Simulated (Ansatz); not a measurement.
in.yaml

```yaml
crystal:
  periodic: [false, false, false]
  atoms:
    - {symbol: Ga, position_ang: [0.000000, 0.000000, 0.000000]}
    - {symbol: As, position_ang: [0.000000, 0.000000, 1.748000]}
basis:
  gaussian: {orbitals: cc-pVDZ}
magnetization: {spin_polarized: false}
correlation: {method: ccsdtq, electrons: outside_noble_gas}
```

```sh
$ ansatz run in.yaml --threads 2 --pin off --events-out ev --progress --plain --max-ram 24576MiB --backend cuda --devices 0, --max-vram 18GiB
```

Output:

```
1067 factors; integrals over basis functions are off by at most 1.1e-7 eV
mean field evaluation 1: about -113121.5662 eV, gradient 1.5e1 eV
mean field evaluation 2: about -113121.6466 eV, gradient 1.5e1 eV
mean field evaluation 4: about -113122.6961 eV, gradient 8.6e-1 eV
mean field evaluation 8: about -113122.7082 eV, gradient 2.1e-3 eV
mean field evaluation 16: about -113122.6053 eV, gradient 8.0e-1 eV
mean field evaluation 32: about -113119.5692 eV, gradient 5.0e-3 eV
mean field -113122.70818402 eV, -4157.1828484371 hartree, gradient 1.9e-6 eV, S^2 0.000000; 1 other end points of the search recorded, 0 dependent functions left out; unrestricted orbitals would lower it
mean field evaluation 64: about -113122.7446 eV, gradient 8.0e0 eV
determinant -113122.70818402 eV, -4157.1828484371 hartree, with singles and doubles -113127.33133357 eV, -4157.3527460494 hartree
determinant -113119.56917569 eV, -4157.0674920087 hartree, with singles and doubles -113123.54846183 eV, -4157.2137280773 hartree
28 core orbitals not correlated: weight in the atoms' cores, before any rotation towards them, 0.989 or more for the frozen orbitals, at most 0.010 for the correlated occupied ones
reference -113122.70818402 eV, -4157.1828484371 hartree; 4, 4 occupied and 22, 22 virtual orbitals, 1067 factors
second order -4.24693088 eV of doubles, -0.00000000 eV of singles
cycle   1  -4.36330047 eV  change   -1.2e-1 eV  update   1.2e-1
cycle   2  -4.67336660 eV  change   -3.1e-1 eV  update   7.4e-2
cycle   3  -4.95925236 eV  change   -2.9e-1 eV  update   3.3e-2
cycle   4  -4.92684955 eV  change    3.2e-2 eV  update   1.3e-2
cycle   5  -4.94138949 eV  change   -1.5e-2 eV  update   6.8e-3
cycle   6  -4.94437070 eV  change   -3.0e-3 eV  update   2.3e-3
cycle   7  -4.94285574 eV  change    1.5e-3 eV  update   1.2e-3
cycle   8  -4.94219473 eV  change    6.6e-4 eV  update   3.5e-4
cycle   9  -4.94254834 eV  change   -3.5e-4 eV  update   1.9e-4
cycle  10  -4.94261205 eV  change   -6.4e-5 eV  update   1.0e-4
cycle  11  -4.94256195 eV  change    5.0e-5 eV  update   7.4e-5
cycle  12  -4.94261638 eV  change   -5.4e-5 eV  update   3.0e-5
cycle  13  -4.94265982 eV  change   -4.3e-5 eV  update   1.3e-5
cycle  14  -4.94266111 eV  change   -1.3e-6 eV  update   5.6e-6
cycle  15  -4.94265999 eV  change    1.1e-6 eV  update   2.0e-6
cycle  16  -4.94265961 eV  change    3.8e-7 eV  update   1.0e-6
cycle  17  -4.94265887 eV  change    7.4e-7 eV  update   4.6e-7
Total energy: -113127.65084288 eV, -4157.3644878002 hartree
```

The T1 diagnostic is 0.023.

For the same geometry and basis full CI lies 1.8 meV lower. RHF is unstable: UHF (⟨S²⟩ = 0.85) lies 0.29 eV below the lowest RHF solution. Higher spins weren't run at this geometry and may lie near or lower.

Ran on 2 threads of AMD EPYC 7R13 with a shared H100 80 GB, shared host: 10 s wall, 0.84 GiB peak host memory.
